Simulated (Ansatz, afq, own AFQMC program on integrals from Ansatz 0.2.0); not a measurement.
Where AFQMC and coupled cluster stand for SiH3⁺, triplet

```json
{"atom": "Si", "x (Å)": "0.0000", "y (Å)": "0.1611", "z (Å)": "-0.1875"}
{"atom": "H", "x (Å)": "0.0000", "y (Å)": "-2.9191", "z (Å)": "-1.9614"}
{"atom": "H", "x (Å)": "1.0465", "y (Å)": "-0.7855", "z (Å)": "3.5929"}
{"atom": "H", "x (Å)": "-1.0465", "y (Å)": "-0.7855", "z (Å)": "3.5929"}
```

Basis cc-pVDZ. Only valence electrons are correlated. AFQMC by an in-house program on the Cholesky factors that Ansatz 0.2.0 writes for its CCSD(T) run. ph-AFQMC/CISD is guided by a CISD state made of CCSD amplitudes; releasing the constraint for a short imaginary time cuts its bias at the price of noise, slowly where states lie close. ± is one standard error of the sampling.

Determinant: ROHF, the one that the program's search chose, which needn't be the lowest solution. The geometry is a point of a scan.

Full CI on the same integrals is exact in this basis and with this determinant's frozen core.

Cautions: lower spins were not checked; a spin-contaminated unrestricted determinant lies lower (UHF 2.49 eV lower, ⟨S²⟩ 2.93); strong correlation (T1 0.044, weight of the determinant 0.72, largest double 0.50); the CCSD(T) amplitudes may be one of several solutions (largest double 0.50); the CCSDT(Q) amplitudes may be one of several solutions (largest double 0.50); the CCSDTQ amplitudes may be one of several solutions (largest double 0.50); the released energies are still falling, so no released level is given (meV from the phaseless value at times in 1/Eh: -5 ± 4 at 0.24, -12 ± 3 at 0.51, -15 ± 3 at 0.99, -16 ± 11 at 1.62, -35 ± 4 at 2.40), though the last usable value meets full CI within the noise.

* T1 diagnostic: 0.0437
* weight of the determinant in the CISD state: 0.716
* size of the correlated space: 6 electrons in 28 orbitals

Reference: full CI, correlation energy -4.312 eV. The cautions show a poor starting determinant, so the rows tell how each method copes with it here, and full CI is the sure value.

```csv
level,E − E(reference) (mEh),share of correlation (%)
HF,158.46,0.00
MP2,68.24,56.93
CCSD,1.26,99.20
CCSD(T),0.33,99.79
CCSDT,0.02,99.99
CCSDT(Q),0.00,100.00
CCSDTQ,0.00,100.00
ph-AFQMC/HF,33.22 ± 1.14,79.03
ph-AFQMC/CISD,1.59 ± 0.13,99.00
```

CCSDT and higher add their correlation energy to the determinant of the CCSD(T) run, since their own runs factorise the integrals more tightly (a shift of under 2 meV). A walk keeps the symmetry of its determinant, which the program's search chose and which needn't be the lowest solution, so a lower state of the same spin and another symmetry isn't excluded.
